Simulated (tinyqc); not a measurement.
Worked calculation: LCCD on RHF in the sto-6g basis, frozen core, for H2O, spin multiplicity 1. One step of it, computed by the program tinyqc.

Problem. LCCD: starting amplitudes. t_ij^ab = <ij||ab> / (e_i + e_j - e_a - e_b), whose energy is MP2.

orbital energies (hartree): MO1 -20.515672, MO2 -1.221523, MO3 -0.566270, MO4 -0.436323, MO5 -0.390367, MO6 0.480714, MO7 0.610633

Two-electron integrals over orbitals (pq|rs), unique and non-zero (hartree); the lowest 1 orbital is frozen and left out:
```
p,q,r,s,(pq|rs)
2,2,2,2,0.725726
3,2,3,2,0.133160
3,3,2,2,0.620120
3,3,3,3,0.600541
4,2,2,2,-0.019832
4,2,3,3,0.004171
4,2,4,2,0.130165
4,3,3,2,0.027114
4,3,4,3,0.053385
4,4,2,2,0.669918
4,4,3,3,0.573531
4,4,4,2,-0.098198
4,4,4,4,0.725770
5,2,5,2,0.149938
5,3,5,3,0.026733
5,4,5,2,-0.043659
5,4,5,4,0.049638
5,5,2,2,0.755247
5,5,3,3,0.606203
5,5,4,2,-0.077044
5,5,4,4,0.703169
5,5,5,5,0.880663
6,2,2,2,-0.135206
6,2,3,3,-0.067165
6,2,4,2,-0.029802
6,2,4,4,-0.071894
6,2,5,5,-0.146593
6,2,6,2,0.096212
6,3,3,2,0.040389
6,3,4,3,0.037029
6,3,6,3,0.077178
6,4,2,2,-0.120198
6,4,3,3,-0.046309
6,4,4,2,0.041571
6,4,4,4,-0.129876
6,4,5,5,-0.140638
6,4,6,2,0.062167
6,4,6,4,0.088739
6,5,5,2,-0.053441
6,5,5,4,-0.004160
6,5,6,5,0.034928
6,6,2,2,0.594203
6,6,3,3,0.552161
6,6,4,2,0.051224
6,6,4,4,0.543471
6,6,5,5,0.576559
6,6,6,2,-0.091848
6,6,6,4,-0.049368
6,6,6,6,0.582856
7,2,3,2,0.052880
7,2,4,3,-0.030010
7,2,6,3,-0.030635
7,2,7,2,0.067284
7,3,2,2,0.161920
7,3,3,3,0.089426
7,3,4,2,-0.075558
7,3,4,4,0.149429
7,3,5,5,0.200703
7,3,6,2,-0.071394
7,3,6,4,-0.094676
7,3,6,6,0.042174
7,3,7,3,0.157315
7,4,3,2,-0.072338
7,4,4,3,-0.009740
7,4,6,3,-0.053362
7,4,7,2,-0.017407
7,4,7,4,0.069155
7,5,5,3,0.023927
7,5,7,5,0.025146
7,6,3,2,-0.090173
7,6,4,3,-0.059839
7,6,6,3,-0.069605
7,6,7,2,0.003796
7,6,7,4,0.060105
7,6,7,6,0.116296
7,7,2,2,0.613377
7,7,3,3,0.588032
7,7,4,2,-0.018849
7,7,4,4,0.587475
7,7,5,5,0.614179
7,7,6,2,-0.064392
7,7,6,4,-0.049115
7,7,6,6,0.552784
7,7,7,3,0.097563
7,7,7,7,0.602734
```

Give: Starting amplitudes; correlation energy.

Solution.

Starting amplitudes (spin orbitals 1a, 1b, ...; amplitudes related by a flip of all spins are not repeated):
```
from,to,t
3a 3b,7a 7b,-0.0668
4a 4b,6a 6b,-0.0484
3a 4b,6b 7a,-0.0452
3a 3b,6a 6b,-0.0369
4a 4b,7a 7b,-0.0330
2a 2b,6a 6b,-0.0283
3a 4b,6a 7b,0.0255
2a 3b,6a 7b,0.0248
2a 4b,6a 6b,-0.0237
5a 5b,6a 6b,-0.0200
3a 4a,6a 7a,-0.0197
2a 2b,7a 7b,-0.0184
2a 3a,6a 7a,0.0142
5a 5b,7a 7b,-0.0126
2a 3b,6b 7a,-0.0106
2a 4b,7a 7b,0.0060
```

correlation energy = -0.046326 hartree
